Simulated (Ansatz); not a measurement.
# CH2N+ (SMILES [CH+]=N): one structure at several levels

A test off equilibrium: a structure displaced at random from a GFN2-xTB minimum is computed at several levels, and each is set against CCSD(T).

Program: Ansatz 0.2.0, Gaussian basis. Level of theory: single points in def2-TZVPP. These are calculated values, not measurements.

Correlated methods freeze the cores.

## (1) Starting geometry

4 atoms, charge 1, spin multiplicity 1.

Atoms are counted from 1 here; the program's logs count them from 0.

Bond lengths: C1–N2 1.163 Å, C1–H3 1.066 Å, N2–H4 1.023 Å. Angles: N2–C1–H3 177.1°, C1–N2–H4 178.2°.

As a file:

```xyz
4
CH2N
C     0.2594   -0.4377    0.2652
N    -0.2690    0.4408   -0.2839
H     0.6973   -1.2693    0.7687
H    -0.7618    1.2059   -0.7521
```

## (2) CCSD(T)/def2-TZVPP

The input, run/in.yaml:

```yaml
crystal:
  periodic: [false, false, false]
  atoms:
    - {symbol: C, position_ang: [0.259400, -0.437700, 0.265200]}
    - {symbol: N, position_ang: [-0.269000, 0.440800, -0.283900]}
    - {symbol: H, position_ang: [0.697300, -1.269300, 0.768700]}
    - {symbol: H, position_ang: [-0.761800, 1.205900, -0.752100]}
basis:
  gaussian: {orbitals: def2-TZVPP}
total_charge: 1
correlation: {method: ccsd_t}
output: {forces: true}
```

No record of the launch command was kept for these runs.

## (3) PBE0-D4/def2-TZVPP

run/in.yaml: that of step 2 with these lines changed.

```diff
@@ -10,3 +10,3 @@
 total_charge: 1
-correlation: {method: ccsd_t}
-output: {forces: true}
+hamiltonian: {xc: pbe0, dispersion: d4}
+output: {forces: true, orbitals: {seedname: orbitals}}
```

## (4) wB97M-V/def2-TZVPP

run/in.yaml: that of step 3 with these lines changed.

```diff
@@ -10,3 +10,3 @@
 total_charge: 1
-hamiltonian: {xc: pbe0, dispersion: d4}
-output: {forces: true, orbitals: {seedname: orbitals}}
+hamiltonian: {xc: {name: wB97M-V}}
+output: {forces: true}
```

## (5) r2SCAN-D4/def2-TZVPP

run/in.yaml: that of step 4 with these lines changed.

```diff
@@ -10,3 +10,3 @@
 total_charge: 1
-hamiltonian: {xc: {name: wB97M-V}}
+hamiltonian: {xc: r2scan, dispersion: d4}
 output: {forces: true}
```

## (6) PBE-D4/def2-TZVPP

run/in.yaml: that of step 5 with these lines changed.

```diff
@@ -10,3 +10,3 @@
 total_charge: 1
-hamiltonian: {xc: r2scan, dispersion: d4}
+hamiltonian: {xc: pbe, dispersion: d4}
 output: {forces: true}
```

## (7) BHLYP-D4/def2-TZVPP

run/in.yaml: that of step 6 with these lines changed.

```diff
@@ -10,3 +10,3 @@
 total_charge: 1
-hamiltonian: {xc: pbe, dispersion: d4}
+hamiltonian: {xc: {name: BHLYP}, dispersion: d4}
 output: {forces: true}
```

## (8) LC-wPBE/def2-TZVPP

run/in.yaml: that of step 7 with these lines changed.

```diff
@@ -10,3 +10,3 @@
 total_charge: 1
-hamiltonian: {xc: {name: BHLYP}, dispersion: d4}
+hamiltonian: {xc: {name: LC-wPBE}}
 output: {forces: true}
```

(Steps that only read results are left out.)

Q: Predict the outcome of this session. Wanted: energy less free atoms, CCSD(T)/def2-TZVPP; RMS force component; RMS force error; HOMO and LUMO, PBE0-D4; T1 diagnostic.

**Answer**, as computed:

| quantity | value |
| --- | --- |
| energy less free atoms, CCSD(T)/def2-TZVPP | -163.8 kcal/mol |
| RMS force component | 1.236 to 2.390 eV/Å over the methods |
| RMS force error | PBE0-D4 0.675, wB97M-V 0.671, r2SCAN-D4 0.500, PBE-D4 0.191, BHLYP-D4 1.173, LC-wPBE 0.884 eV/Å |
| HOMO and LUMO, PBE0-D4 | -19.40 and -8.44 eV |
| T1 diagnostic | 0.016 |

Against CCSD(T) the functionals' energies less atoms differ by -23.9 to +7.7 kcal/mol, PBE-D4 by -23.9 kcal/mol. The reference is not at the basis limit: in triple zeta CCSD(T) underbinds, which counts against methods that bind more; the gaps are no ranking. For forces PBE-D4 does best and BHLYP-D4 worst. Frozen-core CCSD(T) forces in triple zeta carry basis errors of their own, and this is one geometry, so small gaps rank nothing.
